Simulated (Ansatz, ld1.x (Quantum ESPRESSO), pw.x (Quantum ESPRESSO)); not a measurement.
**Ru: does the ultrasoft potential hold in the solid?**

- Element: Ru (Z = 44)
- Generator: ld1.x (Quantum ESPRESSO) 7.5
- Type: ultrasoft
- Functional: LDA (PW92)
- Relativity: scalar-relativistic
- Frozen core: [Ar] 3d10
- Valence charge: 16
- Reference configuration: 4s2 4p6 4d7 5s0.5 5p0 (charge +0.5)
- Partial waves: 4s (bound): rcut 1.30, rcutus 1.65 bohr; 5s (bound): rcut 1.30, rcutus 1.65 bohr; 4p (bound): rcut 1.50, rcutus 1.75 bohr; 5p (bound, empty): rcut 1.50, rcutus 1.75 bohr; 4d (bound): rcut 1.60, rcutus 1.95 bohr; 4d channel at 2.45 Ry: rcut 1.60, rcutus 1.95 bohr
- Local potential: all-electron potential smoothed inside 1.75 bohr (lloc = -2)
- Core correction: Bessel-smoothed model core, default radius (core density twice the valence density)
- Augmentation charge: PSQ, inside the norm-conserving radii

Crystal test: bcc Ru in pw.x 7.5, no spin, 15³ k-points, Fermi–Dirac smearing 0.01 Ry, cutoffs 60/480 Ry. The reference is all-electron LAPW (Ansatz 0.2.0) with the same functional, mesh and smearing; V0 and B0 come from Birch–Murnaghan fits to the pressures at five volumes. Errors are pseudo minus all-electron; Δ is the rms difference of the E(V) curves that follow from these fits, minima aligned, over ±6 % about the mean V0. Mesh and smearing are coarse, so the numbers serve the comparison and aren't converged zero-temperature values; the lattice is a test structure that the element need not adopt.

| V (Å³/atom) | P all-electron (GPa) | P pseudo (GPa) |
| --- | --- | --- |
| 12.846 | 19.28 | 24.71 |
| 13.184 | 9.10 | 13.93 |
| 13.522 | 0.29 | 4.55 |
| 13.860 | -7.33 | -3.54 |
| 14.198 | -13.92 | -10.57 |

All-electron: a0 = 3.003 Å (V0 = 13.53 Å³/atom), B0 = 326.0 GPa.

Pseudopotential: mean pressure error (GPa): +4.33; a0 (Å): 3.015; a0 error (%): +0.42; B0 error (%): +0.1; Δ (meV/atom): 12.4. Atomic configuration tests: test run stopped at test 8 of 9 (negative rho).

Task: At the middle volume, how do free energy and pressure move when the wave cutoff is lowered (ecutrho held at 480 Ry)?

Result:

```csv
cutoff (Ry),shift of F (meV/atom),shift of P (GPa)
27,+672.6,-13.52
36,+172.9,-7.51
48,+9.1,+0.08
```

The run at the middle volume (120 k-points, 10 iterations) took about 16 s on one core of a shared host (Neoverse-V2, 96 threads, 742 GiB, load 30).
